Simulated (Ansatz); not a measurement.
# C3H6N2: a ladder of functionals and wavefunction methods

The task here is to estimate one member of a computed series from the others.

Method: functionals in def2-TZVPP, the program's frozen cores in correlated methods; program: Ansatz 0.2.0, Gaussian basis.

Levels to be run: PBE-D4, r2SCAN-D4, PBE0-D4, B3LYP-D4, ωB97X-V, ωB97M-V, B2PLYP; CCSD(T)/def2-TZVPP; MP2/def2-QZVPP; extrapolation to the limit.

### Structure used throughout

An earlier PBE0-D4 in a triple-zeta def2 set relaxation fixed the geometry.

SMILES `CN1C=NC1`, 11 atoms, charge 0, spin multiplicity 1.

Atoms are counted from 1 here; the program's logs count them from 0.

Bond lengths: C1–N2 1.440 Å, C1–H6 1.099 Å, C1–H7 1.092 Å, C1–H8 1.092 Å, N2–C3 1.385 Å, N2–C5 1.479 Å, C3–N4 1.289 Å, C3–H9 1.088 Å, N4–C5 1.476 Å, C5–H10 1.093 Å, C5–H11 1.092 Å. Angles: N2–C1–H6 113.3°, N2–C1–H7 109.6°, N2–C1–H8 109.2°, H6–C1–H7 108.6°, H6–C1–H8 108.4°, H7–C1–H8 107.6°, C1–N2–C3 125.2°, C1–N2–C5 124.6°, C3–N2–C5 82.5°, N2–C3–N4 101.8°, N2–C3–H9 127.9°, N4–C3–H9 130.3°, C3–N4–C5 86.0°, N2–C5–N4 89.2°, N2–C5–H10 113.4°, N2–C5–H11 114.2°, N4–C5–H10 112.9°, N4–C5–H11 114.6° and more.

The first run:

in.yaml

```yaml
crystal:
  periodic: [false, false, false]
  atoms:
    - {symbol: C, position_ang: [-1.202395, 0.699815, -0.117957]}
    - {symbol: N, position_ang: [-0.251831, -0.381296, -0.079943]}
    - {symbol: C, position_ang: [0.441118, -0.796994, 1.044818]}
    - {symbol: N, position_ang: [1.645622, -0.884981, 0.594566]}
    - {symbol: C, position_ang: [1.107925, -0.324780, -0.660238]}
    - {symbol: H, position_ang: [-0.780704, 1.661967, 0.205693]}
    - {symbol: H, position_ang: [-1.587600, 0.812896, -1.133078]}
    - {symbol: H, position_ang: [-2.046546, 0.457870, 0.531232]}
    - {symbol: H, position_ang: [0.038714, -1.034604, 2.027623]}
    - {symbol: H, position_ang: [1.455050, 0.693051, -0.854035]}
    - {symbol: H, position_ang: [1.246046, -0.960045, -1.538183]}
basis:
  gaussian: {orbitals: def2-TZVPP}
hamiltonian: {xc: pbe, dispersion: d4}
output: {forces: true, orbitals: {seedname: orbitals}}
```

Launch:

```
$ ansatz run in.yaml --threads 4 --pin off --events-out ev --progress --plain --max-ram 10444MiB
```

Steps of the session up to this table: PBE-D4 (GGA); r2SCAN-D4 (meta-GGA); PBE0-D4 (hybrid); B3LYP-D4 (hybrid); ωB97X-V (range-separated); ωB97M-V (range-separated); B2PLYP (double hybrid); CCSD(T) in def2-TZVPP; MP2 in def2-QZVPP.

One of the session's tables, all rows but one given; the rest of the session is left out.

It belongs to the step «Atomisation energies». 

```
            method  atomisation energy (kJ/mol)
            PBE-D4                       4535.2
         r2SCAN-D4                       4357.6
           PBE0-D4                       4412.8
          B3LYP-D4                       4379.1
           ωB97X-V                       4383.5
           ωB97M-V                            ?
            B2PLYP                       4323.8
     HF/def2-TZVPP                       2959.2
    MP2/def2-TZVPP                       4306.6
   CCSD/def2-TZVPP                       4134.3
CCSD(T)/def2-TZVPP                       4219.7
           MP2/CBS                       4432.9
       CCSD(T)/CBS                       4346.0
```

Estimate the missing values for ωB97M-V.

As computed: atomisation energy (kJ/mol): 4381.7. In the column «atomisation energy (kJ/mol)» it lies between B3LYP-D4 (4379.1) and ωB97X-V (4383.5).
